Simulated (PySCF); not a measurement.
Gas-phase reaction: Al(CH₃)₃ + NH₃ + C₄H₈ (isobutene) = Al(CH₃)₂NH₂ + CH₃C(CH₃)₂CH₃

Computed with PySCF and rigid-rotor harmonic-oscillator thermochemistry at 1 bar. † marks an energy on the PBE0/def2-TZVP geometry and frequencies; other levels use their own. 6-31G* has spherical d functions here. All species are closed-shell singlets. B3LYP is the form with VWN-RPA correlation. Methyl groups turn as free rotors in Al(CH₃)₃, Al(CH₃)₂NH₂. Al(CH₃)₂NH₂: computed as isolated molecules; such fragments, hydroxides, amides, oligomers or adducts are transient or little studied in the gas. The harmonic model lacks anharmonicity and excited electronic states, which grow with temperature; levels with a mode under 35 cm⁻¹ are left out. Internal rotation in C₄H₈ (isobutene), CH₃C(CH₃)₂CH₃ is treated as a harmonic vibration of one conformer, which makes the entropy rough.

| level | ΔE electronic, kJ | ΔH°(298 K), kJ | ΔS°(298 K), J/K | ΔG°(600 K), kJ |
|---|---|---|---|---|
| B3LYP/6-31G* | -192 | -177 | -180 | -70 |
| HF/6-31G* | -190 | -175 | -184 | -65 |
| HF/def2-TZVP† | -170 | -156 | -180 | -48 |
| PBE/def2-SVP | -197 | -183 | -181 | -74 |
| PBE0/def2-SVP† | -209 | -195 | -180 | -87 |
| PBE0/def2-TZVP | -190 | -175 | -180 | -67 |
| r2SCAN/def2-TZVP† | -194 | -180 | -180 | -72 |
| LDA/def2-TZVP† | -227 | -213 | -180 | -105 |
| ωB97M-V/def2-TZVP† | -197 | -183 | -180 | -75 |
ΔH° is lowest at LDA/def2-TZVP† and highest at HF/def2-TZVP†. No reference value is set beside these.
